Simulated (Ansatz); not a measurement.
Input for Ansatz (development build ahead of 0.2.0):

```yaml
crystal:
  periodic: [false, false, false]
  atoms:
    - { symbol: C, position_ang: [-0.17725, 0.45407, -0.76828] }
    - { symbol: F, position_ang: [0.19341, -0.49177, 0.7542] }
    - { symbol: H, position_ang: [-0.72175, -0.32006, -1.2676] }
    - { symbol: H, position_ang: [-0.82087, 1.22776, -0.40325] }
    - { symbol: H, position_ang: [0.80416, 0.68093, -1.11778] }
basis:
  gaussian: { orbitals: def2-SVP }
total_charge: 1
magnetization:
  spin_polarized: true
  initial_magnetization: 1
hamiltonian:
  xc: hf
output:
  forces: true
```

The input is written out in the form of the current development build from the run's settings.

The run gave:

```json
{"Converged": "yes", "Total energy": "-138.48836 hartree", "Spin squared of the determinant": "0.755", "Stability test": "minimum"}
```

Forces (eV/Å):
```csv
atom,Fx,Fy,Fz
C1,-0.919,0.381,-1.237
F2,-0.013,0.142,-0.048
H3,-0.015,-0.929,0.012
H4,0.024,0.435,0.955
H5,0.922,-0.028,0.319
```
